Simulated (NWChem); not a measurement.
# SiH4O2 (SMILES O[SiH2]O): B3LYP/6-31G(d) (Cartesian functions)

Aim: the energy change on altering one bond length of SiH4O2 at B3LYP/6-31G* (Cartesian functions), from 2 runs. 

The calculation is run with NWChem 7.3.0.

4 further runs of the same task are left out: 2 that didn't finish, 2 set aside as unsound or not needed.

### Step 1. Starting point

The species is SiH4O2 (7 atoms), meant as a singlet with charge 0. As SMILES, `O[SiH2]O`. The coordinates come from a PBE0-D4/def2-TZVP relaxation. This is one conformer, not always the lowest.

Bond lengths: O1–Si2 1.642 Å, Si2–O3 1.642 Å, O1–H4 0.958 Å, Si2–H5 1.481 Å, Si2–H6 1.481 Å, O3–H7 0.958 Å. Angles: O1–Si2–O3 113.5°, O1–Si2–H5 111.5°, O1–Si2–H6 103.9°, O3–Si2–H5 103.9°, O3–Si2–H6 111.5°, Si2–O1–H4 117.7°, Si2–O3–H7 117.7°, H5–Si2–H6 112.9°.

### Step 2. Energy and forces at B3LYP/6-31G(d) (Cartesian functions)

mymol.nw reads:

```
start mymol
memory 2200 mb
charge 0
geometry units angstroms noautosym nocenter noautoz
  O       -1.385150      -0.243860      -0.354380
  Si       0.051410       0.422210       0.079240
  O        1.274030      -0.668570       0.183160
  H       -1.456660      -0.615580      -1.234790
  H        0.526670       1.393040      -0.933360
  H       -0.229300       1.048860       1.391580
  H        1.219010      -1.336090       0.868560
end
basis
  * library 6-31G*
end
dft
  xc b3lyp
  grid xfine
  convergence energy 1e-08
  iterations 100
  mulliken
end
task dft gradient
```

The run is started by

```console
nwchem mymol.nw > mymol.out
```

Standard output:

```text
[...]
          Wavefunction type:  closed shell.
          No. of atoms     :     7
          No. of electrons :    34
[...]
          Charge           :     0
          Spin multiplicity:     1
[...]
          AO basis - number of functions:    57
[...]
              XC Information
              --------------
                         B3LYP Method XC Potential
                     Hartree-Fock (Exact) Exchange  0.200
                        Slater Exchange Functional  0.800 local
                    Becke 1988 Exchange Functional  0.720 non-local
              Lee-Yang-Parr Correlation Functional  0.810
                  VWN I RPA Correlation Functional  0.190 local
[...]
 d= 0,ls=0.0,diis     1   -442.3371272323 -5.63D+02  2.15D-02  8.16D-01     2.8
[...]
 d= 0,ls=0.0,diis     8   -442.4156110698 -6.54D-10  1.69D-07  7.64D-11    18.5
         Total DFT energy =     -442.415611069781
      One electron energy =     -850.753075087560
           Coulomb energy =      327.583928633105
    Exchange-Corr. energy =      -39.720425318699
 Nuclear repulsion energy =      120.473960703373
[...]
      Total Density - Mulliken Population Analysis
     ---------------------------------------------
    Atom       Charge   Shell Charges
 -----------   ------   -------------------------------------------------------
    1 O    8     8.69   1.99  0.90  2.96  0.90  1.90  0.04
    2 Si  14    13.25   2.00  1.99  5.96  0.97  1.63  0.15  0.28  0.27
    3 O    8     8.69   1.99  0.90  2.96  0.90  1.90  0.04
    4 H    1     0.58   0.47  0.11
    5 H    1     1.11   0.52  0.59
    6 H    1     1.11   0.52  0.59
    7 H    1     0.58   0.47  0.11
[...]
  wavefunction    = closed shell
                         DFT ENERGY GRADIENTS
    atom               coordinates                        gradient
                 x          y          z           x          y          z
   1 O      -2.617554  -0.460829  -0.669681    0.010963   0.001058  -0.005634
   2 Si      0.097151   0.797861   0.149742   -0.001172  -0.009591  -0.001794
   3 O       2.407568  -1.263414   0.346122   -0.010650   0.001474   0.006120
   4 H      -2.752688  -1.163278  -2.333415    0.000097   0.003051   0.008046
   5 H       0.995262   2.632464  -1.763795   -0.000671  -0.000801   0.000050
   6 H      -0.433314   1.982058   2.629705    0.000469  -0.000862  -0.000365
   7 H       2.303595  -2.524844   1.641340    0.000964   0.005670  -0.006423
[...]
```

Run time: 23 s. Hardware: 1 thread of Intel Xeon 6975P-C (Granite Rapids), shared host; peak memory 0.14 GiB.

### Step 3. The distorted shape: the energy at B3LYP/6-31G(d) (Cartesian functions)

input.nw reads:

```
start input
title "H4O2Si B3LYP"
memory 2200 mb

geometry units atomic noautosym nocenter noautoz
 O   -5.87524167  -1.97127537  -1.65300202
 Si   0.09715082   0.79786127   0.14974190
 O    2.40756777  -1.26341420   0.34612224
 H   -6.01037598  -2.67372436  -3.31673580
 H    0.99526206   2.63246408  -1.76379478
 H   -0.43331420   1.98205814   2.62970508
 H    2.30359504  -2.52484418   1.64134052
end

basis cartesian
 * library 6-31G*
end

dft
 xc b3lyp
 grid xfine
 convergence energy 1e-08
 maxiter 100
 mulliken
end

task dft energy
```

The run is started by

```console
nwchem input.nw > input.out
```

Standard output:

```text
[...]
          Wavefunction type:  closed shell.
          No. of atoms     :     7
          No. of electrons :    34
[...]
          Charge           :     0
          Spin multiplicity:     1
[...]
          AO basis - number of functions:    57
[...]
              XC Information
              --------------
                         B3LYP Method XC Potential
                     Hartree-Fock (Exact) Exchange  0.200
                        Slater Exchange Functional  0.800 local
                    Becke 1988 Exchange Functional  0.720 non-local
              Lee-Yang-Parr Correlation Functional  0.810
                  VWN I RPA Correlation Functional  0.190 local
[...]
 d= 0,ls=0.0,diis     1   -441.9205294426 -5.34D+02  1.24D-01  1.59D+00     1.3
[...]
 d= 0,ls=0.5,diis    49   -442.1967090838 -9.48D-09  3.68D-06  2.45D-08    63.2
         Total DFT energy =     -442.196709091274
      One electron energy =     -793.177916299292
           Coulomb energy =      298.592455948673
    Exchange-Corr. energy =      -39.497096072079
 Nuclear repulsion energy =       91.885847331423
[...]
      Total Density - Mulliken Population Analysis
     ---------------------------------------------
    Atom       Charge   Shell Charges
 -----------   ------   -------------------------------------------------------
    1 O    8     8.66   1.99  0.93  2.77  1.05  1.92 -0.00
    2 Si  14    13.42   2.00  1.99  5.96  1.09  1.59  0.28  0.37  0.14
    3 O    8     8.64   1.99  0.91  2.94  0.90  1.86  0.04
    4 H    1     0.64   0.49  0.15
    5 H    1     1.03   0.50  0.53
    6 H    1     1.04   0.50  0.54
    7 H    1     0.56   0.47  0.09
[...]
```

It took 65 s on 1 thread of Intel Xeon 6975P-C (Granite Rapids), shared host; peak memory 0.13 GiB.

### Step 4. Outcome

Level: B3LYP/6-31G* (Cartesian functions).

```
                                                          quantity          value
                                         first shape: total energy  -442.41561 Eh
                                        first shape: dipole moment         1.15 D
                                          first shape: HOMO energy       -8.42 eV
                                          first shape: LUMO energy        0.95 eV
                                        first shape: HOMO–LUMO gap        9.38 eV
                             first shape: largest force on an atom     0.636 eV/Å
                                     distorted shape: total energy  -442.19671 Eh
                                    distorted shape: dipole moment         4.31 D
                                      distorted shape: HOMO energy       -5.79 eV
                                      distorted shape: LUMO energy       -4.00 eV
                                    distorted shape: HOMO–LUMO gap        1.79 eV
energy change with the O1–Si2 bond stretched from 1.642 to 3.612 Å       5.957 eV
```

One bond (distorted shape) is far stretched, which a spin-restricted single reference describes badly; a broken-symmetry solution may lie lower. With the O1–Si2 bond stretched from 1.642 to 3.612 Å the energy rises by 5.96 eV (575 kJ/mol). The first shape isn't relaxed at this level, so the change isn't measured from a minimum. A restricted reference can't describe the breaking bond well at this length. The largest force (first shape) is 0.64 eV/Å: the shape isn't a stationary point for this species at this level. Mulliken charges (first shape) run from -0.69 on O1 to +0.75 on Si2; they depend strongly on the basis. Mulliken charges (distorted shape) run from -0.66 on O1 to +0.58 on Si2; they depend strongly on the basis.
